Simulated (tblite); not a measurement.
# CN2S2: the cost of one run

Computed with tblite 0.8.0 and PySCF 2.14.0; each step states its level. No surroundings beyond the atoms listed, unless a continuum is named. Atoms count from 0, parts from 1.

## Step 1: The system as given

5 atoms, charge 0, multiplicity 1; geometry: rigid parts in contact. Parts: 1 = atoms 0–2, `S=C=S`, charge 0; 2 = atoms 3–4, `N#N`, charge 0.

## Step 2: Search for minima with GFN2-xTB

Job settings and geometry (Å):

```
{"job": {"kind": "dock", "xc": "GFN2-xTB", "basis": "xTB"}, "charge": 0, "multiplicity": 1, "parts": [{"atoms": "0-2", "charge": 0, "multiplicity": 1}, {"atoms": "3-4", "charge": 0, "multiplicity": 1}]}
S      1.549957    -0.015044     0.011651
C      0.000020     0.000068    -0.000054
S     -1.549977     0.014976    -0.011597
N     -0.440685    -3.504658     1.462646
N     -0.872643    -2.494955     1.459847
```

With the program's defaults for keys left out, this is: GFN2-xTB search for minima from random contacts, gas phase.

The run is started by

```console
$ OMP_NUM_THREADS=1 python cluster_run.py task.json out
```

One launch serves the whole session: the jobs run in the order shown.

**Question.** How long does this first job take on 1 thread of Intel Xeon Platinum 8488C, shared host?

About 5.3 s.
